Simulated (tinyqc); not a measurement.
Inside a calculation. Method: CIS on RHF in the sto-3g basis, frozen core, for H2F+, spin multiplicity 1. One step of it, computed by the program tinyqc.

Problem. CIS matrix, triplets. A(ia,jb) = (e_a - e_i) d_ij d_ab - (ij|ab).

orbital energies (hartree): [-26.664047, -2.111161, -1.226799, -1.124596, -1.073672, 0.019585, 0.176936]

Two-electron integrals over orbitals (pq|rs), unique and non-zero (hartree); the lowest 1 orbital is frozen and left out:
```
(22|22) 0.864444    (32|22) 0.007082    (32|32) 0.161508    (33|22) 0.772341
(33|32) -0.006572   (33|33) 0.758143    (42|22) 0.013585    (42|32) -0.000048
(42|33) -0.007028   (42|42) 0.152605    (43|22) 0.005171    (43|32) 0.000996
(43|33) 0.007752    (43|42) -0.009661   (43|43) 0.050264    (44|22) 0.805010
(44|32) -0.009379   (44|33) 0.723827    (44|42) -0.094726   (44|43) 0.010698
(44|44) 0.896853    (52|52) 0.178726    (53|52) -0.006482   (53|53) 0.039800
(54|52) -0.040148   (54|53) 0.002597    (54|54) 0.057237    (55|22) 0.877419
(55|32) -0.006624   (55|33) 0.760726    (55|42) -0.053550   (55|43) 0.009889
(55|44) 0.834935    (55|55) 0.997514    (62|22) -0.149317   (62|32) 0.014004
(62|33) -0.098024   (62|42) -0.038569   (62|43) -0.005964   (62|44) -0.097155
(62|55) -0.152006   (62|62) 0.082466    (63|22) 0.043570    (63|32) 0.015706
(63|33) 0.039297    (63|42) -0.014046   (63|43) 0.015335    (63|44) 0.037626
(63|55) 0.049384    (63|62) -0.020778   (63|63) 0.061779    (64|22) -0.134378
(64|32) -0.013576   (64|33) -0.085972   (64|42) 0.021036    (64|43) -0.005096
(64|44) -0.148015   (64|55) -0.143332   (64|62) 0.057959    (64|63) -0.030955
(64|64) 0.078210    (65|52) -0.052266   (65|53) 0.007040    (65|54) -0.005878
(65|65) 0.027773    (66|22) 0.600941    (66|32) -0.038957   (66|33) 0.573579
(66|42) 0.070385    (66|43) -0.023079   (66|44) 0.557906    (66|55) 0.571189
(66|62) -0.062014   (66|63) -0.026495   (66|64) -0.020454   (66|66) 0.595184
(72|22) -0.046665   (72|32) -0.054258   (72|33) -0.022430   (72|42) -0.001953
(72|43) 0.027388    (72|44) -0.036365   (72|55) -0.046870   (72|62) 0.010820
(72|63) 0.023961    (72|64) 0.017622    (72|66) -0.023713   (72|72) 0.057061
(73|22) -0.181300   (73|32) 0.017434    (73|33) -0.154550   (73|42) 0.063593
(73|43) -0.002825   (73|44) -0.187889   (73|55) -0.213520   (73|62) 0.066546
(73|63) -0.018004   (73|64) 0.078412    (73|66) -0.032226   (73|72) 0.027778
(73|73) 0.154206    (74|22) -0.012487   (74|32) 0.061743    (74|33) -0.010716
(74|42) -0.006485   (74|43) -0.010664   (74|44) -0.016433   (74|55) -0.014725
(74|62) 0.012648    (74|63) 0.032485    (74|64) -0.004586   (74|66) -0.033518
(74|72) -0.007593   (74|73) 0.019710    (74|74) 0.050914    (75|52) -0.015742
(75|53) -0.023760   (75|54) 0.001214    (75|65) 0.002993    (75|75) 0.020062
(76|22) 0.006255    (76|32) 0.083437    (76|33) -0.005093   (76|42) 0.008325
(76|43) 0.037566    (76|44) -0.011030   (76|55) -0.001025   (76|62) -0.007144
(76|63) 0.056932    (76|64) -0.021714   (76|66) -0.059848   (76|72) 0.010120
(76|73) 0.023908    (76|74) 0.049744    (76|76) 0.117261    (77|22) 0.629576
(77|32) 0.048985    (77|33) 0.628304    (77|42) 0.013825    (77|43) 0.018171
(77|44) 0.595860    (77|55) 0.608968    (77|62) -0.049003   (77|63) 0.044894
(77|64) -0.039713   (77|66) 0.523550    (77|72) -0.010083   (77|73) -0.048301
(77|74) 0.026294    (77|76) 0.054977    (77|77) 0.623011
```

Give: CIS matrix A, triplet.

Solution.

CIS matrix A, triplet (hartree), order 2>6, 2>7, 3>6, 3>7, 4>6, 4>7, 5>6, 5>7:
```
[[1.5298, -0.0063, 0.0390, -0.0834, -0.0704, -0.0083, 0.0000, 0.0000],
 [-0.0063, 1.6585, -0.0834, -0.0490, -0.0083, -0.0138, 0.0000, 0.0000],
 [0.0390, -0.0834, 0.6728, 0.0051, 0.0231, -0.0376, 0.0000, 0.0000],
 [-0.0834, -0.0490, 0.0051, 0.7754, -0.0376, -0.0182, 0.0000, 0.0000],
 [-0.0704, -0.0083, 0.0231, -0.0376, 0.5863, 0.0110, 0.0000, 0.0000],
 [-0.0083, -0.0138, -0.0376, -0.0182, 0.0110, 0.7057, 0.0000, 0.0000],
 [0.0000, 0.0000, 0.0000, 0.0000, 0.0000, 0.0000, 0.5221, 0.0010],
 [0.0000, 0.0000, 0.0000, 0.0000, 0.0000, 0.0000, 0.0010, 0.6416]]
```
